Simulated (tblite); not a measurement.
Species: C4H9OP.
Atom-mapped SMILES: `[CH2:1]1[CH2:2][PH:3][CH2:4][CH2:5][O:6]1` (hydrogens: H7, H8 on C1; H9, H10 on C2; H11 on P3; H12, H13 on C4; H14, H15 on C5)

Cartesian coordinates in Å at the GFN2-xTB level; atoms count from 1:
```xyz
15
C4H9OP angstrom
C     -1.2614    0.4429   -0.5259
C     -1.2102   -0.9656    0.0642
P      0.1668   -1.1828    1.2970
C      1.4778   -0.4030    0.2304
C      1.0311    0.9228   -0.3846
O     -0.0939    0.8066   -1.2198
H     -2.0663    0.5098   -1.2636
H     -1.4594    1.1709    0.2792
H     -2.1587   -1.1969    0.5537
H     -1.0521   -1.6984   -0.7322
H     -0.1236   -0.0044    2.0094
H      1.7212   -1.1185   -0.5605
H      2.3747   -0.2479    0.8343
H      0.8260    1.6492    0.4203
H      1.8237    1.3233   -1.0237
```

Level: GFN2-xTB in tblite, geometry and Hessian alike; calculated harmonic values, unscaled, isolated species. Against measured fundamentals such values can be off by several per cent, at times by over 20. Modes of hydrogen on phosphorus can be 10 to 20 % off. One conformer, not necessarily the lowest.

Harmonic wavenumbers (cm⁻¹): 183.2, 212.0, 329.0, 383.0, 402.3, 540.3, 673.8, 681.3, 736.8, 812.8, 842.3, 880.5, 929.6, 972.2, 1006.2, 1042.6, 1051.0, 1095.7, 1145.3, 1157.5, 1192.5, 1245.6, 1267.5, 1293.1, 1331.8, 1344.9, 1426.9, 1430.8, 1459.0, 1462.6, 2207.6, 2831.1, 2834.3, 2951.8, 2952.9, 2955.2, 2957.9, 2968.8, 2970.8.

A = 4239, B = 2937, C = 1936 MHz; mass 104.039 u (most abundant isotopes); point group Cs, symmetry number 1.

Problem. What is the zero-point energy?

Solution. ½Σν̃ = 27081 cm⁻¹ = 77.43 kcal/mol.

Problem. Entropy at 400 K, 1 bar (ideal gas, RRHO, classical rotation)?

Solution. Translation 41.32, rotation 27.87, vibration 16.89: S = 86.1 cal/(mol K).

Problem. And Cp and H(400 K) − H(0)?

Solution. Cp = 34.26 cal/(mol K), of which vibrations give 26.31 (their classical limit is 39 R = 77.5); H(400 K) − H(0) = 7.46 kcal/mol without the zero-point energy, 4.28 from vibrations.

Problem. Which modes carry the vibrational entropy at 400 K?

Solution. 183.2 cm⁻¹: 2.85; 212.0 cm⁻¹: 2.57; 329.0 cm⁻¹: 1.76; 383.0 cm⁻¹: 1.50; 402.3 cm⁻¹: 1.42; 540.3 cm⁻¹: 0.95 cal/(mol K); the other 33 give 5.83 together.

Problem. How do the functions run with temperature in this model?

Solution. 
| T (K) | S (cal/(mol K)) | Cp (cal/(mol K)) | H − H(0) (kcal/mol) | G − H(0) (kcal/mol) | ln q(vib) |
| --- | --- | --- | --- | --- | --- |
| 150 | 64.4 | 14.1 | 1.51 | -8.15 | 0.43 |
| 250 | 73.2 | 21.5 | 3.27 | -15.03 | 1.31 |
| 298.15 | 77.3 | 25.6 | 4.40 | -18.65 | 1.84 |
| 600 | 102.7 | 47.7 | 15.74 | -45.87 | 6.03 |
| 900 | 124.7 | 60.5 | 32.14 | -80.07 | 10.71 |

q(vib) and H(0) count from the zero-point level.

Problem. What must be added to the electronic energy to get the Gibbs energy at 400 K and 1 bar?

Solution. ZPE + [H(400 K) − H(0)] − T·S = 77.43 + 7.46 − 34.43 = 50.46 kcal/mol.

Hindered rotation and anharmonicity are outside this model. Other conformers, if any are populated, would add a mixing term that is left out.
